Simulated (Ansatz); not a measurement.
System: C3H5, net charge 0, doublet state. It need not be the lowest isomer of its formula. SMILES: [CH2]C=C
Structure (B3LYP-D3(BJ)/def2-TZVP (Ansatz, an electronic-structure program) minimum search):
```
C
C 1 1.3797
C 1 1.3797 2 124.97
H 2 1.0806 1 121.50 3 180.00
H 3 1.0806 1 121.50 2 -180.00
H 3 1.0830 5 117.52 1 -180.00
H 2 1.0830 4 117.52 1 180.00
H 1 1.0865 2 117.52 4 0.00
```
Charge 0, spin multiplicity 2.

Quantity: atomisation energy (electronic, to ground-state atoms), in eV. Valence correlation only, unless marked. Open shells are spin-unrestricted. No spin-orbit coupling. Non-relativistic. The coupled-cluster limit lacks core correlation, which all-electron functionals hold. CBS(X,Y): correlation extrapolated as X^-3; Hartree-Fock from the larger set. [CCSD(T)-MP2]/basis is that difference in the basis named.

```tsv
level	program	atomisation energy (eV)	minus last row
HF/6-31G	Ansatz	24.60	-8.53
HF/6-31G*	Ansatz	25.41	-7.72
BLYP/def2-TZVPD	Ansatz	33.09	-0.04
revPBE-D4/def2-TZVPD	Ansatz + dftd4	33.35	0.22
PBE0-D3(BJ)/def2-TZVP	Ansatz + dftd3	33.59	0.46
CAM-B3LYP-D3(BJ)/def2-TZVPD	Ansatz + dftd3	33.44	0.31
LC-wPBE-D4/def2-TZVPD	Ansatz + dftd4	33.33	0.20
PBE-QIDH/def2-TZVPD	Ansatz	33.04	-0.09
MP2/cc-pVTZ	Ansatz	32.48	-0.65
RI-MP2/CBS(cc-pVTZ,cc-pVQZ)+[CCSD(T)-MP2]/cc-pVTZ	Ansatz	33.13	0.00
```

The UHF reference is spin-contaminated (<S^2> 0.20 over the pure value in the largest basis).
